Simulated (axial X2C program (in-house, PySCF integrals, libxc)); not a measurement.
# A two-component session on ClSi: properties at the nuclei

Aim: properties at the nuclei of ClSi, with spin–orbit coupling in the Hamiltonian from the start.

Method: two-component X2C with atomic mean-field terms, Cl dyall-av3z, Si dyall-v3z; program: an in-house X2C program for linear molecules on PySCF integrals.

All values are calculated.

**1. The job**

Input file task.json:

```json
{
 "zs": [
  17,
  14
 ],
 "q": 0,
 "bas": [
  "dyall-av3z",
  "dyall-v3z"
 ],
 "r0": 2.15,
 "levels": [
  "PBE0",
  "HF",
  "r2SCAN",
  "BP86",
  "BHandHLYP"
 ],
 "nst": 3
}
```

Keys: zs atomic numbers; q charge; bas basis sets; r0 starting distance in Å; levels methods (HF also brings MP2); nst determinants followed.

Launch:

```
$ python soeom.py task.json out
```

The runs that follow: Expectation values, lowest determinant; Expectation values, a higher determinant.

Before running it: what results should come out? Wanted: lowest determinant; Eeff magnitude; Ws magnitude Cl; A∥/gI Cl; qzz Cl; higher determinant (for each run or level that gives them).

The runs gave:

```
                                        quantity                                    value
                              lowest determinant  Ω = 1/2 (excess of +ω over −ω: ω = 1/2)
                    Eeff magnitude (GV/cm), PBE0                                   0.0167
                     Ws magnitude Cl (kHz), PBE0                                  0.00025
                            A∥/gI Cl (MHz), PBE0                                      188
                             qzz Cl (a.u.), PBE0                                     1.30
                              higher determinant  Ω = 3/2 (excess of +ω over −ω: ω = 3/2)
Eeff magnitude (GV/cm), PBE0, higher determinant                                   0.0184
 Ws magnitude Cl (kHz), PBE0, higher determinant                                 9.02e-06
        A∥/gI Cl (MHz), PBE0, higher determinant                                     51.8
         qzz Cl (a.u.), PBE0, higher determinant                                     1.30
```

In words: In the first state, the effective field runs from 0.0124 to 0.0242 GV/cm over the mean-field levels. The expectation values come from single determinants, which for open shells can mix terms of unlike spin or miss the lowest Ω, so a determinant need not be a state. Eeff is the effective electric field on the electron dipole moment in this Ω state and Ws the scalar–pseudoscalar constant (defined with the proton number Z and per Ω); A∥ is the parallel hyperfine constant, which follows by multiplying with the nuclear g factor gI = μI/(I μN); qzz is the electric field gradient, eQq0 = 234.96 MHz × Q/barn × qzz; μ is positive if Si is the positive end. The operators were transformed with the bare-nucleus X2C matrices. A second determinant lies within 0.1 eV of the first, so their order is not settled at this level.
